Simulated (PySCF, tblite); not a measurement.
# A complex of chlorine monofluoride and water

A gas-phase complex of chlorine monofluoride and water; neutral, singlet. The structure comes from a short search (6 tight-binding starts) and was relaxed by PBE0-D3(BJ)/def2-TZVPD; another way of binding may lie lower. Frequencies by PBE0-D3(BJ)/def2-TZVPD show no clear imaginary mode.

Parts: 1 = chlorine monofluoride (FCl), atoms 1–2; 2 = water (O), atoms 3–5.

Coordinates in Å:
```
Cl1     1.070    0.014    0.108
F2     -0.566   -0.114   -0.039
O3      3.468    0.216    0.294
H4      3.810   -0.453   -0.307
H5      3.651    1.060   -0.131
```

Contacts between parts, classed by geometry: F2–Cl1···O3 2.415 Å (halogen bond, 179°).

Interaction energies are complex less parts, with the parts frozen as they stand in it; counterpoise-corrected, in kcal/mol (PySCF). The CCSD(T) estimate is Hartree-Fock/aug-cc-pVQZ, plus the MP2 correlation part extrapolated as X⁻³ from aug-cc-pVTZ and aug-cc-pVQZ, plus CCSD(T) less MP2 in aug-cc-pVDZ; noble-gas cores are frozen. It isn't the exact limit.

| level | interaction | superposition error removed |
| --- | --- | --- |
| Hartree-Fock/aug-cc-pVQZ | -1.43 | - |
| wB97M-D3(BJ)/def2-TZVPD | -5.13 | -0.17 |
| PBE0-D3(BJ)/def2-TZVPD | -6.75 | -0.19 |
| MP2/aug-cc-pVQZ | -5.24 | -0.32 |

What does CCSD(T) at its estimated basis limit give, and which of these levels comes nearest?

-4.79 kcal/mol. wB97M-D3(BJ)/def2-TZVPD is nearest, off by -0.34; the errors are Hartree-Fock/aug-cc-pVQZ +3.36, wB97M-D3(BJ)/def2-TZVPD -0.34, PBE0-D3(BJ)/def2-TZVPD -1.96, MP2/aug-cc-pVQZ -0.45.

What holds them together? Decompose the wB97M-D3(BJ)/def2-TZVPD energy: frozen parts, their antisymmetrised product, then relaxation.

electrostatic -15.8, Pauli repulsion +20.9, orbital relaxation -9.5, dispersion correction -0.9 kcal/mol, which sum to the value before the counterpoise correction; the Pauli term holds the exchange-correlation of the frozen density too. Of the attraction, 60 % is electrostatic, 36 % is orbital relaxation, 3 % is dispersion correction.

The parts were also relaxed and run alone, at the levels used for the complex: shieldings by PBE0/pcSseg-2; core levels by delta-SCF with SCAN, pcX-2 on the ionised atom and pcseg-1 elsewhere, spin-free X2C (2p3/2 is the spin-free 2p value less a third of a first-order spin-orbit splitting).

How do these values change when the complex forms?


| property | alone | in the complex | change |
| --- | --- | --- | --- |
| F2–Cl1 bond (Å) | 1.619 | 1.647 | +0.028 |
| shielding of Cl1 (ppm) | -496.6 | -284.3 | +212.2 |
| shielding of O3 (ppm) | 329.1 | 310.3 | -18.8 |
| shielding of F2 (ppm) | 678.1 | 545.3 | -132.7 |
| Cl1 2p3/2 core level (eV) | 209.40 | 207.84 | -1.57 |
| F2 1s core level (eV) | 694.38 | 692.19 | -2.19 |
| O3 1s core level (eV) | 539.76 | 540.61 | +0.85 |

What are the binding energy from relaxed parts (wB97M-D3(BJ)/def2-TZVPD), and ΔH and ΔG of association at 298.15 K and 1 atm?

-5.01 kcal/mol, -3.26 with zero-point energy; ΔH -3.8 and ΔG +4.2 kcal/mol, from harmonic vibrations by PBE0-D3(BJ)/def2-TZVPD with low modes damped.
